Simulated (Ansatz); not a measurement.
What does this script print? It uses Ansatz 0.2.0 through its Python package.

Script `md_ch5nsi.py`:
```python
"""Molecular dynamics of one CH5NSi molecule."""

import ansatz as az
import numpy as np

GEOMETRY = """
C    -0.64840    0.82650   -0.59500
Si    0.93280    0.38140    0.09290
N     0.76990   -1.04070    0.99570
H    -1.02420    0.10330   -1.26660
H    -0.61250    1.78240   -1.21440
H    -1.43290    1.06750    0.18190
H     1.74160   -1.41600    1.26630
H     0.36580   -1.76140    0.48350
"""

system = az.Crystal.molecule()
for line in GEOMETRY.strip().splitlines():
    symbol, *xyz = line.split()
    system = system.atom(symbol, [float(v) for v in xyz])

base = system.calculation()
base = base.basis(gaussian="def2-SVP")
base = base.functional("blyp")
symbols = [site.symbol for site in system.cartesian_sites]
start = np.array([site.position_ang for site in system.cartesian_sites], dtype=float)
summary = base.relax(force_tolerance=0.02, max_steps=100).run().report
end = np.array(summary["positions_ang"])
minimum = az.Crystal.molecule()
for symbol, place in zip(symbols, end):
    minimum = minimum.atom(symbol, place.tolist())

# dynamics from the relaxed geometry
base = (
    minimum.calculation()
    .basis(gaussian="def2-SVP")
    .functional("blyp")
    .md("nve", timestep=0.25, steps=20, temperature=800, initial_velocities="maxwell_boltzmann", seed=7)
)
frames = []
out = base.session().plan().execute(on_event=lambda e: frames.append(e["data"]) if e["event"] == "md_step" else None)
print("t (fs)   E_pot (eV)      E_kin (eV)   T (K)   d(0-1) (A)")
for f in frames[::1]:
    xyz = np.array(f["positions_ang"])
    print(f"{f['time_fs']:6.2f} {f['lagrangian_ev']:14.5f} {f['e_kin_ev']:10.5f} {f['temperature_k']:8.1f} {np.linalg.norm(xyz[0] - xyz[1]):9.4f}")
kept = np.array([f["conserved_ev"] for f in frames])
print(f"conserved energy moves by at most {1000 * np.ptp(kept):.3f} meV")
```

```console
$ python md_ch5nsi.py
t (fs)   E_pot (eV)      E_kin (eV)   T (K)   d(0-1) (A)
  0.00   -10480.20285    0.62045    800.0    1.9447
  0.25   -10480.20000    0.61760    796.3    1.9433
  0.50   -10480.19195    0.60957    786.0    1.9419
  0.75   -10480.17905    0.59671    769.4    1.9406
  1.00   -10480.16181    0.57951    747.2    1.9392
  1.25   -10480.14087    0.55861    720.3    1.9379
  1.50   -10480.11695    0.53474    689.5    1.9366
  1.75   -10480.09085    0.50869    655.9    1.9354
  2.00   -10480.06335    0.48124    620.5    1.9341
  2.25   -10480.03524    0.45317    584.3    1.9329
  2.50   -10480.00725    0.42523    548.3    1.9318
  2.75   -10479.98006    0.39808    513.3    1.9307
  3.00   -10479.95425    0.37229    480.0    1.9296
  3.25   -10479.93029    0.34835    449.2    1.9286
  3.50   -10479.90853    0.32661    421.1    1.9276
  3.75   -10479.88923    0.30731    396.2    1.9266
  4.00   -10479.87247    0.29055    374.6    1.9257
  4.25   -10479.85823    0.27631    356.3    1.9248
  4.50   -10479.84638    0.26444    341.0    1.9240
  4.75   -10479.83665    0.25469    328.4    1.9232
  5.00   -10479.82873    0.24674    318.1    1.9224
conserved energy moves by at most 0.493 meV
```

What to keep in mind:
- Total energies depend on the basis set; only differences at equal settings carry meaning.
- The trajectory is only some femtoseconds long, so its temperature is not equilibrated; where the script doesn't relax first, it starts from a rough generated geometry.
- The temperature counts the internal degrees of freedom alone.
- Wall time of the script: 74 s on 1 thread of Arm Neoverse V1, on a shared host, peak memory 0.2 GiB.
